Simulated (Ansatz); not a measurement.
System: rock-salt BaTe. Method: Hartree–Fock (plane waves, PAW; Ansatz, a first-principles code).

Run with plane-wave cutoff 460 eV, 6×6×6 k mesh, Fermi–Dirac smearing 0.01 eV, scalar-relativistic PAW data made under PBE.

Response to compression and expansion:

```
V (Å³/atom)  P (GPa)  direct gap at Γ (eV)  smallest gap on the k mesh (eV)
-----------  -------  --------------------  -------------------------------
46.869          1.45                 8.885                            7.608
47.975          0.74                 8.759                            7.638
49.336         -0.03                 8.610                            7.671
50.570         -0.63                 8.482                            7.695
51.803         -1.15                 8.358                            7.715
```

The fundamental gap (7.67 eV at the equilibrium volume, on the SCF mesh) lies elsewhere than Γ–Γ.

Note: the cell is over a tenth larger than the published one: the level's own overestimate first of all, though another phase or state, or a fault of the published cell, is possible.

Spin–orbit coupling is not included; with these elements it can move the gap by several tenths of an eV or more.
